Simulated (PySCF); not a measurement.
# BFH4Si: the cost of one run

Programs: PySCF 2.14.0, with density-fitted response routines of our own. Each step states its level of theory. These are calculated values for one molecule in the gas phase, unless marked as measured. Atoms are numbered from 0 throughout.

## 1. Starting geometry

7 atoms, charge 0, multiplicity 1; geometry from: GFN2-xTB. The atoms were then displaced at random by about 0.01 Å, so the start is not that level's minimum.

Bonds of the start (Å): F0–B1 1.31, B1–Si2 1.99, B1–H3 1.20, Si2–H4 1.46, Si2–H5 1.47, Si2–H6 1.45.

## 2. Relaxing the molecule at PBE0-D3(BJ)/def2-SVP

Job settings and geometry (Å):

```
{"job": {"xc": "PBE0", "basis": "def2-SVP", "d3": "d3bj", "grid": 1, "shake": 0.01, "kind": "geom"}, "charge": 0, "multiplicity": 1}
F      1.929320     0.987280    -0.096190
B      1.171650    -0.080240     0.011300
Si    -0.815790     0.024520    -0.020980
H      1.846400    -1.062190     0.121860
H     -1.393060    -0.514380     1.210820
H     -1.342500     1.385810    -0.170150
H     -1.362070    -0.769900    -1.106600
```

Started as:

```
OMP_NUM_THREADS=1 python probes_run.py task.json out
```

The driver reads the jobs from task.json and runs them one after another.

**Question.** How long does this first job take on 1 thread of Arm Neoverse N1, shared host, and how much memory does it need?

About 8.1 s, with a peak of 0.3 GiB.
